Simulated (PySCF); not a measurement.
Isocyanodiacetylene, C5HN.
Atom-mapped SMILES: `[C-:1]#[N+:2][C:3]#[C:4][C:5]#[CH:6]` (hydrogens: H7 on C6)

The same species was optimised twice, with GFN2-xTB and with PBE0-D3(BJ)/def2-SVP (PySCF), and the same property calculations (PySCF, gas phase) were run on both structures.

```
  coordinate  GFN2-xTB  PBE0-D3(BJ)/def2-SVP  change
   C4–C5 (Å)     1.350                 1.365  +0.015
   N2–C3 (Å)     1.287                 1.300  +0.013
   C1≡N2 (Å)     1.175                 1.187  +0.012
   C5≡C6 (Å)     1.206                 1.217  +0.011
   C3≡C4 (Å)     1.214                 1.220  +0.006
C3–C4–C5 (°)     179.9                 180.0    +0.1
N2–C3–C4 (°)     179.9                 180.0    +0.1
C4–C5–C6 (°)     179.9                 180.0    +0.1
C1–N2–C3 (°)     180.0                 180.0     0.0
```

Rotational constants: B = 1420 MHz (linear) (GFN2-xTB) against B = 1394 MHz (linear) (PBE0-D3(BJ)/def2-SVP). Point groups within 0.08 Å: C∞v and C∞v.

On the GFN2-xTB structure: HOMO (eV) -7.97 [PBE0/pcSseg-1]; LUMO (eV) -2.13 [PBE0/pcSseg-1]; dipole (D) 3.12 [PBE0/pcSseg-1]; GIAO shielding of C1 (ppm) -3.9 [PBE0/pcSseg-1]; GIAO shielding of N2 (ppm) 87.5 [PBE0/pcSseg-1]; GIAO shielding of C3 (ppm) 129.2 [PBE0/pcSseg-1]; GIAO shielding of C4 (ppm) 140.9 [PBE0/pcSseg-1]; GIAO shielding of C5 (ppm) 113.5 [PBE0/pcSseg-1]; GIAO shielding of C6 (ppm) 113.0 [PBE0/pcSseg-1].

Problem. What do these properties become on the PBE0-D3(BJ)/def2-SVP structure?

Solution. 
```csv
property,level,on GFN2-xTB,on PBE0-D3(BJ)/def2-SVP,change
HOMO (eV),PBE0/pcSseg-1,-7.97,-7.96,+0.01
LUMO (eV),PBE0/pcSseg-1,-2.13,-2.17,-0.04
dipole (D),PBE0/pcSseg-1,3.12,3.13,+0.01
"energy, GFN2-xTB geometry as zero (kcal/mol)",PBE0/pcSseg-1,0.0,-0.1,-0.1
GIAO shielding of C1 (ppm),PBE0/pcSseg-1,-3.9,-5.4,-1.5
GIAO shielding of N2 (ppm),PBE0/pcSseg-1,87.5,84.7,-2.8
GIAO shielding of C3 (ppm),PBE0/pcSseg-1,129.2,128.0,-1.2
GIAO shielding of C4 (ppm),PBE0/pcSseg-1,140.9,140.4,-0.5
GIAO shielding of C5 (ppm),PBE0/pcSseg-1,113.5,112.7,-0.8
GIAO shielding of C6 (ppm),PBE0/pcSseg-1,113.0,111.6,-1.4
```

The heavy atoms differ by 0.019 Å rms after alignment. Among bonds between heavy atoms C4–C5 changes most (+0.015 Å). Changes are differences of the printed values. Neither structure is proved a minimum here.
